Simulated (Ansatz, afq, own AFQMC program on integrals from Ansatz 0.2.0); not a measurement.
**Where AFQMC and coupled cluster stand for Os, quintet**

A free Os atom.

Basis def2-TZVP with its core potentials. Noble-gas cores (and the filled d shells of Ga–Kr and In–Xe) are frozen. AFQMC by an in-house program on the Cholesky factors that Ansatz 0.2.0 writes for its CCSD(T) run. The CISD trial takes its coefficients from CCSD amplitudes. Released means that phaseless walkers are propagated on without the constraint, phases kept. Uncertainties: one standard error, sampling alone. No spin–orbit coupling. The metal's outer-core s and p shells are frozen, which shifts wave-function levels against functionals.

Determinant: UHF, the one that the program's search chose, which needn't be the lowest solution.

No full CI on the walks' own integrals is used here; CCSDT(Q) serves as the reference and is uncertain by about the last step of the cluster series.

Cautions: no spin-orbit coupling; outer-core shells of the metal frozen; the determinant is a saddle point among determinants of its kind.

```
T1 diagnostic                               : 0.0181
weight of the determinant in the CISD state : 0.920
⟨S²⟩ of the determinant                     : 6.031
size of the correlated space                : 8 electrons in 36 orbitals
```

Reference: CCSDT(Q), correlation energy -4.114 eV. The released energy is read at 1.00 1/Eh, later times being too noisy (meV from the phaseless value at times in 1/Eh: -3 ± 3 at 0.24, -4.3 ± 1.8 at 0.50, -2.2 ± 2.3 at 1.00, -16 ± 10 at 1.50).

```json
{"level": "HF", "E − E(reference) (kJ/mol)": "396.9", "share of correlation (%)": "0.00"}
{"level": "MP2", "E − E(reference) (kJ/mol)": "35.6", "share of correlation (%)": "91.02"}
{"level": "CCSD", "E − E(reference) (kJ/mol)": "11.5", "share of correlation (%)": "97.11"}
{"level": "CCSD(T)", "E − E(reference) (kJ/mol)": "1.8", "share of correlation (%)": "99.55"}
{"level": "CCSDT", "E − E(reference) (kJ/mol)": "0.7", "share of correlation (%)": "99.83"}
{"level": "ph-AFQMC/HF", "E − E(reference) (kJ/mol)": "8.2 ± 1.2", "share of correlation (%)": "97.92"}
{"level": "ph-AFQMC/CISD", "E − E(reference) (kJ/mol)": "1.0 ± 0.2", "share of correlation (%)": "99.75"}
{"level": "released AFQMC", "E − E(reference) (kJ/mol)": "0.8 ± 0.2", "share of correlation (%)": "99.81"}
```

A walk keeps the symmetry of its determinant, which the program's search chose and which needn't be the lowest solution, so a lower state of the same spin and another symmetry isn't excluded. Released energies are given only where the last usable release times agree within the noise; a slower fall can still hide under it.
